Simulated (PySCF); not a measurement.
# Diatomics with 23 electrons

r²SCAN in PySCF with def2-TZVPPD on every atom, for the lowest determinant that a PBE0 search found; no spin–orbit coupling. All have 23 electrons, 11 of them in the valence shells, and the same state, a doublet (π ↑). For ions De leads to the atom and ion picked by measured ionisation energies and electron affinities.

| species | difference of nuclear charges | Re (Å) | ωe (cm⁻¹) | k (mdyn/Å) | De (eV) | dissociates to |
| --- | --- | --- | --- | --- | --- | --- |
| BCl⁻ | 12 | 1.900 | 504 | 1.25 | 1.81 | B + Cl⁻ |
| PO | 7 | 1.482 | 1250 | 9.72 | 6.17 | P + O |
| CCl | 11 | 1.652 | 868 | 3.97 | 4.40 | C + Cl |
| PF⁺ | 6 | 1.515 | 1034 | 7.42 | 5.69 | P⁺ + F |

(1) Which member of the whole set has the stiffest bond, and how does it compare with the softest?

For an ion De counts to the pair picked by the measured ionisation energies or electron affinities, which need not be the lowest pair at this level. The highest Kohn–Sham level is positive in this anion. Much of that is self-interaction error, but it also means that the finite basis helps to hold the extra electron. States were picked by a PBE0 search and need not be the measured ground states.

Results:

(1) PO with k = 9.72 mdyn/Å, 7.8 times that of BCl⁻.
